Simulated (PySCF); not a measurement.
Compound: C3H8P2.
Geometry (GFN2-xTB, Å), atoms numbered from 1 in this order:
```
atom  x, y, z in Å
C1     2.698    0.327   -0.704
P2     1.498    0.257    0.447
P3    -0.246    0.047   -0.878
C4    -0.915   -1.516   -0.126
C5    -1.362    1.237    0.009
H6     2.508    0.281   -1.764
H7     3.729    0.423   -0.404
H8    -0.948   -1.455    0.961
H9    -0.284   -2.351   -0.423
H10   -1.919   -1.684   -0.510
H11   -1.024    2.254   -0.184
H12   -1.368    1.055    1.082
H13   -2.371    1.125   -0.384
```

PySCF, density fitting, gas phase, GFN2-xTB geometry. The standard run uses grid level 2 after a coarse-grid start, the def2-universal JK fitting basis (with tight functions added where the orbital basis needs them), an energy threshold of 1e-9 Eh and DIIS. The changed runs have no coarse-grid stage.

Standard PBE0/pcSseg-1: E = -801.362234 Eh, HOMO -6.456 eV, LUMO -1.792 eV, dipole 0.584 D, 14 cycles (coarse-grid cycles included). What changes at PBE0/pcSseg-1 with: fitting basis def2-qzvpp-jkfit, energy threshold 1e-08 Eh?

E = -801.362248 Eh (-0.014 mEh), HOMO -6.456 eV (0.000), LUMO -1.792 eV (0.000), dipole 0.584 D (0.000), 9 SCF cycles. The result matches the standard run within 0.02 mEh and 0.003 eV.

The cycles:
```
cycle   1  E = -801.3261493837  dE =  2.627e-01  |g| = 3.741e-01  |ddm| = 3.242e+00
cycle   2  E = -801.3060053049  dE =  2.014e-02  |g| = 4.526e-01  |ddm| = 6.495e-01
cycle   3  E = -801.3587657136  dE = -5.276e-02  |g| = 1.042e-01  |ddm| = 4.307e-01
cycle   4  E = -801.3620284206  dE = -3.263e-03  |g| = 2.814e-02  |ddm| = 1.342e-01
cycle   5  E = -801.3622326201  dE = -2.042e-04  |g| = 7.038e-03  |ddm| = 3.307e-02
cycle   6  E = -801.3622475522  dE = -1.493e-05  |g| = 1.792e-03  |ddm| = 1.199e-02
cycle   7  E = -801.3622484224  dE = -8.702e-07  |g| = 4.110e-04  |ddm| = 2.573e-03
cycle   8  E = -801.3622484714  dE = -4.895e-08  |g| = 8.116e-05  |ddm| = 7.300e-04
cycle   9  E = -801.3622484733  dE = -1.923e-09  |g| = 2.774e-05  |ddm| = 1.642e-04
```
